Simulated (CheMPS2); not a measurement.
# DMRG/ANO-RCC-MB run of BSiH5 (boranylsilane)

Aim: the vertical singlet–triplet gap of BSiH5 (boranylsilane) at DMRG/ANO-RCC-MB, from 2 runs. 

Program for the calculation: CheMPS2 1.8.12.

3 further runs of the same task are left out: 3 set aside as unsound or not needed.

## (1) The molecule

BSiH5 has 7 atoms, charge 0, and is taken as a singlet. SMILES: `B[SiH3]`. The coordinates come from a PBE0-D4/def2-TZVP relaxation.

Bond lengths: B1–Si2 2.010 Å, B1–H3 1.196 Å, B1–H4 1.195 Å, Si2–H5 1.492 Å, Si2–H6 1.492 Å, Si2–H7 1.487 Å. Angles: B1–Si2–H5 108.8°, B1–Si2–H6 108.8°, B1–Si2–H7 115.1°, Si2–B1–H3 118.9°, Si2–B1–H4 123.6°, H5–Si2–H6 107.3°, H5–Si2–H7 108.3°, H6–Si2–H7 108.3°, H3–B1–H4 117.5°.

## (2) A single-point energy at DMRG/ANO-RCC-MB

Input file prepare.py:

```python
from pyscf import ao2mo, cc, dft, gto, mcscf, mp, scf
from pyscf.tools import fcidump

geom = """
B     -0.043200    -1.189000     0.204300
Si     0.089100     0.785300    -0.148500
H     -1.126000    -1.690600     0.290100
H      0.906400    -1.902500     0.335400
H     -0.616000     1.093400    -1.427200
H     -0.623600     1.516700     0.939600
H      1.474500     1.318800    -0.239500
"""
mol = gto.M(
    atom=geom,
    basis="ano-rcc-mb",
    verbose=3,
    max_memory=2000,
)
print("basis functions = %d" % (mol.nao))
mf = scf.RHF(mol)
mf.conv_tol = 1e-10
mf.max_cycle = 200
mf.kernel()
if not mf.converged:
    mf = mf.newton().run(mf.mo_coeff, mf.mo_occ)
print(f"E(SCF) = {mf.e_tot:.10f}")
ref = mf
pt = mp.MP2(ref, frozen=6).run()
mycc = cc.CCSD(ref, frozen=6)
mycc.max_cycle = 150
mycc.kernel()
print(f"E(MP2) = {pt.e_tot:.10f}")
if mycc.converged:
    print("CCSD total energy = %.10f" % (mycc.e_tot))
    print(f"CCSD(T) total energy = {mycc.e_tot + mycc.ccsd_t():.10f}")
    print(f"T1 = {mycc.get_t1_diagnostic():.4f}")
ks = dft.RKS(mol, xc="pbe").set(conv_tol=1e-9, verbose=3).run()
if ks.converged:
    print(f"E(PBE) = {ks.e_tot:.8f}")
ks = dft.RKS(mol, xc="bhandhlyp").set(conv_tol=1e-9, verbose=3).run()
if ks.converged:
    print("E(BHLYP) = %.8f" % (ks.e_tot))
ks = dft.RKS(mol, xc="tpss").set(conv_tol=1e-9, verbose=3).run()
if ks.converged:
    print(f"E(TPSS) = {ks.e_tot:.8f}")
ks = dft.RKS(mol, xc="hse06").set(conv_tol=1e-9, verbose=3).run()
if ks.converged:
    print(f"E(HSE06) = {ks.e_tot:.8f}")
occ_no, mo = mcscf.addons.make_natural_orbitals(mp.MP2(mf, frozen=6).run())
mf.mo_coeff = mo
cas = mcscf.CASCI(mf, 13, 12)
h1, ecore = cas.get_h1eff()
fcidump.from_integrals("FCIDUMP", h1, cas.get_h2eff(), 13, 12, nuc=ecore, ms=0)
```

Input file chemps2.input:

```
FCIDUMP = FCIDUMP
GROUP = 0
MULTIPLICITY = 1
NELECTRONS = 12
IRREP = 0
EXCITATION = 0
SWEEP_STATES = 75, 150, 150
SWEEP_ENERGY_CONV = 1e-04, 1e-04, 1e-06
SWEEP_MAX_SWEEPS = 2, 4, 6
SWEEP_NOISE_PREFAC = 0.05, 0.005, 0.0
SWEEP_DVDSON_RTOL = 1e-04, 1e-04, 1e-05
NOCC = 0
NACT = 13
NVIR = 0
MOLCAS_FIEDLER = TRUE
PRINT_CORR = TRUE
TMP_FOLDER = .
```

Run with:

```sh
$ python prepare.py && chemps2 --file=chemps2.input
```

The log of the run:

```text
$ python prepare.py
basis functions = 19
converged SCF energy = -316.23735415572
E(SCF) = -316.2373541557
E(RMP2) = -316.301514506835  E_corr = -0.0641603511151822
E(SCS-RMP2) = -316.311682084176  E_corr = -0.0743279284559903
E(CCSD) = -316.3319355755094  E_corr = -0.09458141978928439
E(MP2) = -316.3015145068
CCSD total energy = -316.3319355755
CCSD(T) correction = -0.000780623440476704
CCSD(T) total energy = -316.3327161989
T1 = 0.0058
converged SCF energy = -316.865590978475
E(PBE) = -316.86559098
converged SCF energy = -317.046430061476
E(BHLYP) = -317.04643006
converged SCF energy = -317.109279931714
E(TPSS) = -317.10927993
converged SCF energy = -316.922688444509
E(HSE06) = -316.92268844
E(RMP2) = -316.301514506835  E_corr = -0.0641603511151822
E(SCS-RMP2) = -316.311682084176  E_corr = -0.0743279284559903

$ chemps2 --file=chemps2.input

[... 87 lines left out ...]
***     Minimum energy           = -316.332274887584
[... 14 lines left out ...]
***     Minimum energy           = -316.332679536635
[... 15 lines left out ...]
***     Maximum discarded weight = 3.61350948129604e-06
[... 14 lines left out ...]
***     Maximum discarded weight = 7.19227441162121e-06
[... 20 lines left out ...]
***     Minimum energy           = -316.333004295617
[... 14 lines left out ...]
***     Minimum energy           = -316.333004621805
[... 15 lines left out ...]
***     Maximum discarded weight during the last sweep     = 8.19576155426232e-06
[... 97 lines left out ...]
--------------------------------------------------------
Two-orbital mutual information = 0.5 * ( s1(i) + s1(j) - s2(i,j) ) * ( 1 - delta(i,j) )
Hamiltonian index order is used!

   Columns 1 to 8

    0           0.000512    0.000224    0.009716    0.007744    0.006443    0.006346    0.019803
    0.000512    0           0.018274    0.000881    0.000105    0.003799    0.000874    0.000596
    0.000224    0.018274    0           0.003060    0.000107    0.002013    0.000101    0.000997
[... 9 lines of this table left out ...]
    0.001619    0.010026    0.000418    0.000550    0.005949    0.007272    0.005715    0.000665

   Columns 9 to 13

    0.006030    0.004527    0.000087    0.000817    0.001619
    0.002506    0.002793    0.026437    0.010268    0.010026
    0.005757    0.003446    0.021344    0.021481    0.000418
[... 9 lines of this table left out ...]
    0.000262    0.001253    0.000539    0.000361    0

--------------------------------------------------------
```

Wall time 24 s (1 thread of AMD EPYC 9R45 (Zen 5), shared host); peak memory 0.2 GiB.

## (3) The triplet: the energy at DMRG/ANO-RCC-MB

Input file integrals.py:

```python
import numpy as np
from pyscf import ao2mo, cc, dft, gto, lo, mcscf, mp, scf
from pyscf.tools import fcidump

mol = gto.M(atom="""
B     -0.043200    -1.189000     0.204300
Si     0.089100     0.785300    -0.148500
H     -1.126000    -1.690600     0.290100
H      0.906400    -1.902500     0.335400
H     -0.616000     1.093400    -1.427200
H     -0.623600     1.516700     0.939600
H      1.474500     1.318800    -0.239500
""", basis="ano-rcc-mb", charge=0, spin=2, verbose=3)
print("basis functions                = %d" % (mol.nao))
mf = scf.ROHF(mol)
mf.conv_tol = 1e-10
mf.max_cycle = 200
mf.kernel()
if not mf.converged:
    mf = mf.newton().run(mf.mo_coeff, mf.mo_occ)
print("reference energy               = %.10f" % (mf.e_tot))
ref = scf.UHF(mol).run(mf.make_rdm1(), conv_tol=1e-10)
pt = mp.MP2(ref, frozen=6).run()
mycc = cc.CCSD(ref, frozen=6)
mycc.max_cycle = 150
mycc.kernel()
print(f"MP2 total energy               = {pt.e_tot:.10f}")
if mycc.converged:
    print(f"E(CCSD)                        = {mycc.e_tot:.10f}")
    print("CCSD(T) total energy           = %.10f" % (mycc.e_tot + mycc.ccsd_t()))
ks = dft.UKS(mol, xc="pbe").set(conv_tol=1e-9, verbose=3).run(mf.make_rdm1())
if ks.converged:
    print("E(PBE)                         = %.8f" % (ks.e_tot))
ks = dft.UKS(mol, xc="bhandhlyp").set(conv_tol=1e-9, verbose=3).run(mf.make_rdm1())
if ks.converged:
    print("E(BHLYP)                       = %.8f" % (ks.e_tot))
ks = dft.UKS(mol, xc="tpss").set(conv_tol=1e-9, verbose=3).run(mf.make_rdm1())
if ks.converged:
    print(f"E(TPSS)                        = {ks.e_tot:.8f}")
ks = dft.UKS(mol, xc="hse06").set(conv_tol=1e-9, verbose=3).run(mf.make_rdm1())
if ks.converged:
    print("E(HSE06)                       = %.8f" % (ks.e_tot))
mo = mf.mo_coeff.copy()
for a, b in ((6, 11), (13, 19)):
    if b - a > 1:
        mo[:, a:b] = lo.PM(mol, mo[:, a:b]).kernel()
mf.mo_coeff = mo
cas = mcscf.CASCI(mf, 13, 12)
h1, ecore = cas.get_h1eff()
fcidump.from_integrals("FCIDUMP", h1, cas.get_h2eff(), 13, 12, nuc=ecore, ms=2)
ci = mcscf.CASCI(mf, 13, (7, 5))
ci.fix_spin_(ss=2)
ci.fcisolver.conv_tol = 1e-10
ci.fcisolver.max_cycle = 200
ci.kernel()
print("FCI energy                     = %.10f" % (ci.e_tot))
```

Input file dmrg.input:

```
FCIDUMP = FCIDUMP
GROUP = 0
MULTIPLICITY = 3
NELECTRONS = 12
IRREP = 0
EXCITATION = 0
SWEEP_STATES = 75, 150, 150
SWEEP_ENERGY_CONV = 1e-04, 1e-04, 1e-06
SWEEP_MAX_SWEEPS = 2, 2, 6
SWEEP_NOISE_PREFAC = 0.05, 0.005, 0.0
SWEEP_DVDSON_RTOL = 1e-04, 1e-04, 1e-05
NOCC = 0
NACT = 13
NVIR = 0
MOLCAS_FIEDLER = TRUE
PRINT_CORR = TRUE
TMP_FOLDER = .
```

Run with:

```sh
$ python integrals.py && chemps2 --file=dmrg.input
```

The log of the run:

```text
$ python integrals.py
basis functions                = 19
converged SCF energy = -316.084348924975
reference energy               = -316.0843489250
converged SCF energy = -316.086427247584  <S^2> = 2.0072629  2S+1 = 3.0048381
E(UMP2) = -316.14532179346  E_corr = -0.0588945458765413
E(SCS-UMP2) = -316.154037178624  E_corr = -0.0676099310406252
E(UCCSD) = -316.1764407562379  E_corr = -0.09001350865416978
MP2 total energy               = -316.1453217935
E(CCSD)                        = -316.1764407562
UCCSD(T) correction = -0.00096535460305083
CCSD(T) total energy           = -316.1774061108

WARN: HOMO -0.175515168795865 >= LUMO -0.31817231760211

WARN: HOMO -0.173858724876196 >= LUMO -0.305947539287953

WARN: HOMO -0.174246933834201 >= LUMO -0.31269520722588

WARN: HOMO -0.174145374970014 >= LUMO -0.312942857191313

WARN: HOMO -0.174041297957022 >= LUMO -0.31292228306918

[... 4 lines left out ...]
WARN: HOMO -0.174089047971066 >= LUMO -0.312917829585959
[... 14 lines left out ...]
WARN: HOMO -0.181781926295755 >= LUMO -0.309082663015621
[... 13 lines left out ...]
converged SCF energy = -316.963472944166  <S^2> = 2.0027921  2S+1 = 3.0018609
[... 14 lines left out ...]
WARN: HOMO -0.202313120539548 >= LUMO -0.29406540919036
[... 74 lines left out ...]
***     Maximum discarded weight = 0
[... 50 lines left out ...]
***     Maximum discarded weight during the last sweep     = 1.38885018034484e-05
[... 27 lines left out ...]
***     Minimum energy           = -316.177851245556
[... 30 lines left out ...]
***     Maximum discarded weight during the last sweep     = 3.6214919795904e-06
[... 97 lines left out ...]
--------------------------------------------------------
Two-orbital mutual information = 0.5 * ( s1(i) + s1(j) - s2(i,j) ) * ( 1 - delta(i,j) )
Hamiltonian index order is used!

   Columns 1 to 8

    0           0.000323    0.004188    0.003962    0.000131    0.005791    0.004371    0.002342
    0.000323    0           0.000258    0.000326    0.021585    0.010217    0.001143    0.000312
    0.004188    0.000258    0           0.004206    0.000351    0.003583    0.000263    0.060527
[... 9 lines of this table left out ...]
    0.000054    0.017717    0.000106    0.000054    0.026871    0.006921    0.000190    0.000261

   Columns 9 to 13

    0.001635    0.002177    0.059049    0.000051    0.000054
    0.012236    0.000518    0.000518    0.017354    0.017717
    0.001528    0.002314    0.002315    0.000106    0.000106
[... 9 lines of this table left out ...]
    0.002216    0.000198    0.000190    0.000594    0

--------------------------------------------------------
```

Run time: 55 s. Hardware: 1 thread of AMD EPYC 9R45 (Zen 5), shared host; peak memory 0.62 GiB.

## (4) What came out

At DMRG/ANO-RCC-MB, 6 core orbitals frozen:

```
                                              quantity          value
                  run 1, DMRG/ANO-RCC-MB: total energy  -316.33300 Eh
run 1, DMRG/ANO-RCC-MB: T1 diagnostic of the CCSD step          0.006
                                 triplet: total energy  -316.17785 Eh
      vertical energy of the triplet above the singlet       4.222 eV
```

What this shows: At this shape the triplet lies 4.22 eV (97 kcal/mol) above the singlet. In a minimal basis such a difference can be off by several eV, whatever the method. The basis (run 1, DMRG/ANO-RCC-MB) was made for a relativistic Hamiltonian, but the run is non-relativistic. The basis (triplet) was made for a relativistic Hamiltonian, but the run is non-relativistic.
